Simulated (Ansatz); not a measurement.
## Correlation methods on HCO, doublet

Calculated in Ansatz's Gaussian-basis code; BCCD by scripts on PySCF. Nonrelativistic, STO-3G, 2 core orbitals frozen. Perturbation and coupled-cluster methods stand on the Hartree–Fock determinant that coupled cluster favours; RHF here means ROHF, with semicanonical perturbation theory. The state met can differ between shapes. The basis is small, far from the limit. The unrestricted determinant is a mixture of spins, so it may stand for another state.

Shape A:

```tsv
atom	x (Å)	y (Å)	z (Å)
C	0.0000	0.0000	0.0000
H	0.0000	0.9200	-0.6300
O	0.0000	0.0000	1.4935
```

Shape B:

```xyz
3

C     0.0000    0.0000    0.0000
H     0.0000    0.9200   -0.6300
O     0.0000    0.0000    1.6699
```

Shape C. A bond is stretched, to 1.48 times the sum of the covalent radii.

```xyz
3

C     0.0000    0.0000    0.0000
H     0.0000    1.3064   -0.8946
O     0.0000    0.0000    1.1760
```

Correlation energy of CCSD(T), then each method's total less that of CCSD(T), in eV:

```tsv
case	E corr CCSD(T)	CCSD	BCCD	BCCD(T)	determinant
A RHF	-5.514	+0.363	+0.513	+0.113	0.97 eV over the lowest such Hartree–Fock solution met
A UHF	-3.072	+0.069	+0.452	+0.121	⟨S²⟩ = 1.622
B RHF	-4.227	+0.329	+0.476	-0.021	–
C RHF	-4.463	+0.241	+0.271	+0.001	–
C UHF	-4.092	+0.212	+0.260	-0.001	⟨S²⟩ = 0.831
```

Q: Give full CI less CCSD(T). Is CCSD(T) good to 1 kcal/mol?

A: A RHF: -0.081 eV (outside); A UHF: -0.068 eV (outside, spin-contaminated determinant); B RHF: -0.267 eV (outside); C RHF: -0.044 eV (outside); C UHF: -0.047 eV (outside).

Q: Which method comes nearest to full CI in total energy for A UHF?

A: CCSD(T), 0.068 eV away; next CCSD (0.137 eV), last BCCD (0.520 eV).
